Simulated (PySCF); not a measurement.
## Mayer bond orders and bond lengths

Species: C4H10N2.
Numbering: `[CH2:1]=[CH:2][N:3]([CH3:4])[NH:5][CH3:6]` (hydrogens: H7, H8 on C1; H9 on C2; H10, H11, H12 on C4; H13 on N5; H14, H15, H16 on C6)

Geometry (GFN2-xTB, Å), atoms numbered from 1 in this order:
```xyz
16
C4H10N2 angstrom
C      2.3659    0.3322    0.3463
C      1.1938    0.5824   -0.2280
N      0.0998   -0.2523   -0.2840
C      0.0699   -1.4512    0.5256
N     -1.1111    0.3938   -0.5637
C     -1.8333    0.8858    0.6010
H      3.1715    1.0376    0.2598
H      2.5756   -0.5686    0.8939
H      1.0219    1.5038   -0.7667
H      0.0807   -1.2442    1.6034
H     -0.8285   -2.0193    0.2806
H      0.9394   -2.0586    0.2785
H     -1.7023   -0.2353   -1.1035
H     -2.6871    1.4606    0.2474
H     -2.1935    0.0960    1.2738
H     -1.1702    1.5462    1.1592
```

Bond orders from the PBE0/pcSseg-1 density (PySCF). Geometry: GFN2-xTB, one conformer, isolated molecule.

(1) How far do the computed orders between heavy atoms stray from the drawn ones?

(2) Set the Mayer orders of the bonds beside their lengths.

Answers

(1) The largest departure is 0.139, at C1–C2 (drawn double, 1.861).

(2) 
```tsv
bond	drawn as	length (Å)	Mayer order
C1–C2	double	1.329	1.861
C2–N3	single	1.377	1.040
N3–C4	single	1.447	0.940
N3–N5	single	1.401	1.023
N5–C6	single	1.456	0.967
C1–H7	single	1.074	0.953
C1–H8	single	1.075	0.952
C2–H9	single	1.081	0.958
C4–H10	single	1.097	0.951
C4–H11	single	1.091	0.964
C4–H12	single	1.089	0.953
N5–H13	single	1.018	0.938
C6–H14	single	1.088	0.966
C6–H15	single	1.098	0.956
C6–H16	single	1.090	0.964
```

By pair of heavy elements: C–N: lowest N3–C4 (0.940, 1.447 Å), highest C2–N3 (1.040, 1.377 Å); in 1 of the 3 pairs the longer bond (by over 0.003 Å) has the higher order (by 0.02 or more).

Question: Sum the orders of all bonds at each heavy atom with more than one neighbour and set the sums beside the valence in the SMILES.

Answer: C1 3.766 (drawn 4), C2 3.859 (drawn 4), N3 3.003 (drawn 3), C4 3.808 (drawn 4), N5 2.928 (drawn 3), C6 3.853 (drawn 4). Orders between atoms that aren't bonded are not in these sums.

The Mayer order sums products of elements of PS (density times overlap matrix) between the two atoms' basis functions, so it depends on the basis set.

The run behind these numbers computed NMR shieldings as well. The run took 19 s of wall time on one thread of an Intel Xeon Platinum 8375C at 2.90 GHz, no GPU, shared host, and the process peaked at 0.72 GiB of memory.
